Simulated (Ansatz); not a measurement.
The same path of BFH2 (4 atoms, charge 0, multiplicity 1) was run twice with different band settings. Lost on the way: B1–H2, B1–H3. Made: H2–H3.

The calculation used Ansatz 0.2.0, RKS BLYP-D4/6-31G*.

Relaxed end points:

```xyz
4
Properties=species:S:1:pos:R:3
B 0.321 0.000 0.185
H 0.275 0.000 1.387
H 1.339 0.000 -0.456
F -0.835 0.000 -0.482
```

```xyz
4
Properties=species:S:1:pos:R:3
B -0.653 0.050 -1.461
H 1.296 -0.018 1.517
H 1.769 -0.018 0.938
F -1.313 -0.015 -0.359
```

Common settings: spring 5.0 eV/Å²; optimiser quadratic models (default); start path through a guess of the saddle point; force threshold 0.05 eV/Å; iteration limit 60; end points relaxed.

| run | movable images | climbing image |
| --- | --- | --- |
| 1 | 5 | yes |
| 2 | 3 | no |

Q: What does each run give, and how far can it be trusted?

A: Run 1: converged after 17 iterations, highest image 4.147 eV above the first end. A structure lower than the last end lies on the path between it and the top, so the climb from that side starts below the end, which may itself be a saddle point or a shallow side well. Neighbouring images differ by up to 2.6 eV, so the band resolves the path poorly. A vibrational analysis at the climbing image gives one clearly imaginary mode, 1482i cm⁻¹: a first-order saddle point.
Run 2: converged after 16 iterations, highest image 3.177 eV above the first end. Neighbouring images differ by up to 3.0 eV, so the band resolves the path poorly. No image climbed, so the highest image needn't sit at the top of the path. So few images can step over the top or miss a turn of the path.
The orbitals stay closed-shell, which can raise the energy where a bond breaks towards radicals; this wasn't checked here.
